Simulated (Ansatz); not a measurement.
in.yaml

```yaml
crystal:
  periodic: [false, false, false]
  atoms:
    - {symbol: B, position_ang: [-0.121622, 0.000000, 1.577484]}
    - {symbol: Na, position_ang: [0.022796, 0.000000, -0.877130]}
    - {symbol: H, position_ang: [0.392274, -1.087525, 1.543168]}
    - {symbol: H, position_ang: [0.392275, 1.087524, 1.543168]}
basis:
  gaussian: {orbitals: 6-31G}
magnetization: {spin_polarized: false, initial_magnetization: 2}
correlation: {method: fic_mrcisd_q, electrons: all, active_space: {window: {electrons: 4, orbitals: 4}, states: [{multiplicity: 3, irrep: E1u, weights: [1]}]}}
```

```sh
$ ansatz run in.yaml --threads 1 --pin off --events-out ev --progress --plain --max-ram 2393MiB
```

(1) One thing in this input was set wrong on purpose, beside settings that are merely unusual. What is the gravest fault, and what does the program do?

## Answers

(1) Irrep not in the group. How the run ends: stopped by an error.
```
the irreps are read with x along [-0.000, -0.000, 1.000], y along [1.000, -0.000, 0.000] and z along [0.000, 1.000, 0.000] of the geometry given
562 factors; integrals over basis functions are off by at most 1.9e-7 eV
mean field evaluation 1: about -5103.5903 eV, gradient 8.1e0 eV
mean field evaluation 2: about -5103.6081 eV, gradient 8.1e0 eV
mean field evaluation 4: about -5104.2300 eV, gradient 8.8e-1 eV
mean field evaluation 8: about -5104.2387 eV, gradient 2.4e-1 eV
mean field evaluation 16: about -5103.5436 eV, gradient 4.0e0 eV
mean field evaluation 32: about -5101.6095 eV, gradient 3.0e-1 eV
mean field -5104.24026027 eV, -187.5773697866 hartree, gradient 2.9e-6 eV, S^2 2.000000; 3 other end points of the search recorded, 0 dependent functions left out
reference -5104.24026027 eV, -187.5773697866 hartree; 10, 8 occupied and 16, 18 virtual orbitals, 562 factors
Error: the irrep E1u is not accepted for these orbitals, which take A', A'', or 1 to 2
```
